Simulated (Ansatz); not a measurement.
Task: a rigid scan of one bond length of C2H3NO, SMILES COC#N, with Ansatz 0.2.0, Python API. Give the script and its output. Settings (for the species named): PBE, 6-31G* basis, multiplicity 1.

```xyz
7

C    -0.2512    0.6446   -0.2751
O     0.9197   -0.0144   -0.1264
C     0.6571   -1.1858    0.4369
N     0.5477   -2.1986    0.9499
H    -0.9857    0.1296   -0.9546
H    -0.7712    0.9034    0.6813
H    -0.0552    1.6531   -0.7578
```

Script `scan_c2h3no.py`:
```python
import logging
import sys
import warnings

import ansatz as az
from ase import Atoms
import numpy as np

logging.basicConfig(stream=sys.stdout, format='%(name)s: %(message)s')
log = logging.getLogger('ansatz_job')
log.setLevel(logging.INFO)

BASIS = '6-31G*'
XC = 'pbe'


def main() -> None:
    warnings.simplefilter('ignore', az.DeckWarning)

    atoms = Atoms(['C', 'O', 'C', 'N', 'H', 'H', 'H'], positions=[
        (-0.2512, 0.6446, -0.2751),
        (0.9197, -0.0144, -0.1264),
        (0.6571, -1.1858, 0.4369),
        (0.5477, -2.1986, 0.9499),
        (-0.9857, 0.1296, -0.9546),
        (-0.7712, 0.9034, 0.6813),
        (-0.0552, 1.6531, -0.7578),
    ])
    system = az.Crystal.molecule_from_ase(atoms)

    symbols = [site.symbol for site in system.cartesian_sites]
    start = np.array([site.position_ang for site in system.cartesian_sites])
    axis = (start[6] - start[0]) / np.linalg.norm(start[6] - start[0])
    moving = [6]
    lengths, energies = [0.999, 1.044, 1.09, 1.135, 1.181, 1.226, 1.271, 1.339], []
    for length in lengths:
        xyz = start.copy()
        xyz[moving] += (length - np.linalg.norm(start[6] - start[0])) * axis
        point = az.Crystal.molecule()
        for symbol, place in zip(symbols, xyz):
            point = point.atom(symbol, place.tolist())
        calc = point.calculation().basis(gaussian=BASIS).functional(XC)
        data = calc.run(threads=1, backend='cpu').report
        energies.append(data['free_energy_ev'])
        log.info(f'r = {length:6.3f} A  E = {energies[-1]:.5f} eV  <S^2> = {abs(data["mean_field"]["state"]["spin_squared"]):.3f}')

    fit = np.polynomial.Polynomial.fit(lengths, np.array(energies) - min(energies), 4).convert()
    roots = [r.real for r in fit.deriv().roots() if abs(r.imag) < 1e-9 and fit.deriv(2)(r.real) > 0]
    r_e = min(roots, key=lambda r: abs(r - lengths[int(np.argmin(energies))]))
    log.info(f'minimum of the fit at {r_e:.4f} A, force constant {fit.deriv(2)(r_e):.2f} eV/A^2')


if __name__ == '__main__':
    main()
```

```console
$ python scan_c2h3no.py
ansatz_job: r =  0.999 A  E = -5651.16897 eV  <S^2> = 0.000
ansatz_job: r =  1.044 A  E = -5651.32158 eV  <S^2> = 0.000
ansatz_job: r =  1.090 A  E = -5651.38358 eV  <S^2> = 0.000
ansatz_job: r =  1.135 A  E = -5651.37330 eV  <S^2> = 0.000
ansatz_job: r =  1.181 A  E = -5651.30734 eV  <S^2> = 0.000
ansatz_job: r =  1.226 A  E = -5651.20162 eV  <S^2> = 0.000
ansatz_job: r =  1.271 A  E = -5651.06532 eV  <S^2> = 0.000
ansatz_job: r =  1.339 A  E = -5650.81860 eV  <S^2> = 0.000
ansatz_job: minimum of the fit at 1.1047 A, force constant 31.87 eV/A^2
```

Caveats:
- Total energies depend on the basis set; only differences at equal settings carry meaning.
- The rest of the molecule is held rigid at a force-field or estimated start geometry, and the basis set is modest; single-reference methods fail as a bond breaks.
- The orbitals are restricted, so S² is zero by construction.
- Timing: 8.8 s on 1 thread of Arm Neoverse V1, on a shared host, peak memory 0.17 GiB.
